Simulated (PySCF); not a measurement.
HO2 (doublet state).
Numbering: `[O:1][OH:2]` (hydrogens: H3 on O2)

Structure used (PBE0-D3(BJ)/def2-SVP), in Å, numbered top down from 1:
```
atom  x, y, z in Å
O1     1.003   -0.161   -0.003
O2    -0.154    0.432   -0.025
H3    -0.826   -0.277    0.003
```

Computed, not measured: PySCF 2.14.0, UKS B3LYP, IGLO-III on O, pcH-1 on H, non-relativistic, mean-field spin-orbit, GIAO. Isolated species at its PBE0-D3(BJ)/def2-SVP geometry, gas phase.

Q: The isotropic 17O couplings are -49.5, -28.3 MHz. Assign them to O1; O2.

A: 
```csv
site,a_iso (MHz),ρ(0) (bohr⁻³),position,distance from O1 (Å),spin population,largest |T| (MHz)
O1,-49.5,+0.0817,largest spin population,0.00,+0.74,238.6
O2,-28.3,+0.0466,1 bond from O1,1.30,+0.28,112.5
```

ρ(0) is the spin density at the nucleus and T the dipolar tensor. Largest spin populations (Mulliken): O1 (+0.74) and O2 (+0.28).

Time: 3.7 s wall. Hardware: one thread, Arm Neoverse V1, shared host.
